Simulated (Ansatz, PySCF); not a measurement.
Species: C2H5N, net charge 0, singlet state. 
Structure (B3LYP-D3(BJ)/def2-TZVP (Ansatz, a program for electronic structure) minimum search):
SMILES: N1CC1
```xyz
8

C     -0.0266    -0.3964     0.7404
N     -0.0403     0.8719     0.0001
C     -0.0474    -0.3972    -0.7389
H      0.8868     1.2834    -0.0132
H     -0.9333    -0.6098     1.2927
H     -0.9693    -0.6112    -1.2653
H      0.8882    -0.7010     1.2359
H      0.8531    -0.7023    -1.2597
```
Charge 0, spin multiplicity 1.

Total electronic energies in hartree. Correlated levels leave the core frozen unless marked. Spin-orbit coupling is left out. Non-relativistic unless marked X2C. CBS marks a two-point X^-3 extrapolation of the correlation energy; Hartree-Fock from the larger set. [CCSD(T)-MP2]/basis is that difference in the basis named.

| level | program | energy (Eh) |
|---|---|---|
| HF/6-31G | Ansatz | -132.96336 |
| RI-HF/cc-pVQZ | Ansatz | -133.09926 |
| PBE/def2-TZVPD | Ansatz | -133.80045 |
| revPBE-D3(BJ)/def2-TZVPD | Ansatz + dftd3 | -133.94929 |
| TPSS/def2-TZVPD | PySCF | -134.00093 |
| M06-L/def2-TZVPD | PySCF | (withheld) |
| B3LYP-D3(BJ)/def2-TZVPD | Ansatz + dftd3 | (withheld) |
| PBE0/STO-3G | Ansatz | -132.09727 |
| PBE0-D4/def2-TZVP | Ansatz + dftd4 | -133.81626 |
| TPSSh-D4/def2-TZVPD | PySCF + dftd4 | -133.99107 |
| r2SCAN0/def2-TZVPD | Ansatz | -133.87760 |
| M06-2X/def2-TZVPD | PySCF | -133.91284 |
| HSE06/def2-TZVPD | Ansatz | -133.80678 |
| LC-wPBE/def2-TZVPD | Ansatz | -133.89378 |
| wB97X/def2-TZVPD | Ansatz | -133.93962 |
| MP2/aug-cc-pVDZ | Ansatz | -133.52728 |
| SCS-MP2/cc-pVDZ | Ansatz | -133.49493 |
| SCS-MP2/cc-pwCVTZ | Ansatz | -133.64897 |
| CCSD/6-31G* | Ansatz | -133.48991 |
| CCSD/cc-pVDZ | Ansatz | -133.53182 |
| CCSD(T)/aug-cc-pVDZ | Ansatz | -133.57608 |
| X2C-CCSD(T)/cc-pVTZ-DK | Ansatz | -133.74758 |
| RI-MP2/CBS(cc-pVTZ,cc-pVQZ)+[CCSD(T)-MP2]/cc-pVTZ | Ansatz | -133.7599 |

What belongs in the gaps?


- M06-L/def2-TZVPD, energy (Eh): -133.95925
- B3LYP-D3(BJ)/def2-TZVPD, energy (Eh): -133.98510
